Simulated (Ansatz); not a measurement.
# Pulling the pair apart

The pair of H3O⁺ (SMILES [OH3+], atoms 1–4) and C2H6 (SMILES CC, atoms 5–12), both closed shells, in one local arrangement (a lower one may exist), relaxed at PBE0-D4/def2-TZVP:

| atom | x (Å) | y (Å) | z (Å) |
| --- | --- | --- | --- |
| O1 | 0.1428 | -0.2019 | -2.1700 |
| H2 | -0.0378 | -0.3563 | -1.1682 |
| H3 | -0.6413 | 0.0889 | -2.6688 |
| H4 | 0.5888 | -0.9511 | -2.6036 |
| C5 | 0.2010 | 0.8113 | 1.4525 |
| C6 | -0.2027 | -0.4334 | 0.6828 |
| H7 | 0.9892 | 0.5755 | 2.1675 |
| H8 | 0.5720 | 1.6004 | 0.7957 |
| H9 | -0.6483 | 1.2087 | 2.0082 |
| H10 | -1.0583 | -0.2242 | 0.0124 |
| H11 | -0.5730 | -1.2376 | 1.3214 |
| H12 | 0.6678 | -0.8804 | 0.1700 |

C2H6 is shifted rigidly along the line between the mean atom positions of the two fragments (negative: closer). Counterpoise interaction energies in kJ/mol. Computed with Ansatz 0.2.0 (basis: def2-TZVPPD); correlated methods freeze the cores.

```csv
shift (Å),PBE-D4,MP2,PBE0-D4
-0.19,-60.8,-46.7,-57.8
-0.09,-65.8,-52.5,-62.5
0.00,-67.4,-54.9,-63.9
0.09,-66.6,-54.8,-63.0
0.22,-62.9,-52.2,-59.2
0.47,-52.4,-43.8,-48.8
0.93,-32.3,-27.2,-29.5
1.86,-10.9,-10.3,-10.1
```

At the largest shift the D4 term itself is slightly repulsive (PBE-D4 +6.6 meV, PBE0-D4 +4.3 meV): a quirk of that model, not of the functional.

**Question.** What does CCSD(T) give at these shifts? (To be estimated.)

**Answer.** The calculation gives: -45.0, -51.2, -53.9, -54.1, -51.7, -43.5, -27.0, -10.2 kJ/mol. For zero shift, CCSD(T) at an estimated basis limit (MP2 extrapolated from triple and quadruple zeta, plus CCSD(T) − MP2 in triple zeta) gives -56.5 kJ/mol. These are counterpoise interaction energies, counted from the two frozen fragments.

No T1 diagnostic of these runs exceeds 0.009.

For scale, one of the runs: CCSD(T)/def2-TZVPPD, 267 basis functions, launched by `ansatz run in.yaml --threads 4 --pin off --events-out ev --progress --plain --max-ram 9574MiB`. Time: 67 s of wall clock on 4 CPU threads of an Intel Xeon Platinum 8259CL; the host was shared. Peak host memory: 6.9 GiB.
